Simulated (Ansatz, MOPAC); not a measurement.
How well does each level of theory give the band gap of wurtzite ZnO?

Reference value: 3.6 eV (measured, zero-point renormalisation of 0.16 eV added back here (the table's ZPR column); inputs from Chen et al. (2018), doi:10.1103/physrevmaterials.2.073803).

```
level (code)                                  value (eV)  error (eV)
----------------------------------------  --------------  ----------
MNDO semi-empirical Hartree-Fock (MOPAC)           12.79       +9.19
PBE (Ansatz)                               0.80 (direct)       -2.80
r²SCAN (Ansatz)                            1.22 (direct)       -2.38
B3LYP (VWN-RPA form) (Ansatz)              2.84 (direct)       -0.76
Hartree–Fock (Ansatz)                     11.26 (direct)       +7.66
```

Leaving aside MNDO semi-empirical Hartree-Fock (MOPAC) (doubt noted below): Closest of the ranked levels: B3LYP (VWN-RPA form) (-0.76 eV). Farthest off among them: Hartree–Fock (+7.66 eV). No ranked level lands within 0.5 eV.

Density-functional gaps are differences of (generalised) Kohn–Sham levels of a static lattice; semilocal ones lie below quasiparticle gaps as a rule. Measured gaps hold zero-point and thermal shifts unless a correction is named.  MNDO semi-empirical Hartree-Fock (MOPAC), B3LYP (VWN-RPA form), Hartree–Fock: the gap is read on the k mesh or supercell of the run alone and can be too large. MNDO semi-empirical Hartree-Fock (MOPAC): the method was fitted mainly to molecules. MNDO semi-empirical Hartree-Fock (MOPAC): gaps of these semi-empirical methods are Hartree–Fock-like level differences, and their formation enthalpies are fitted 298 K values. Values are at the measured cell. Cutoffs and k meshes differ between the levels. Ansatz's density-functional and Hartree–Fock values are scalar-relativistic unless marked +SOC, with PAW data made under PBE.

Differences are worked out from the printed values.

Ansatz is a program for electronic structure.
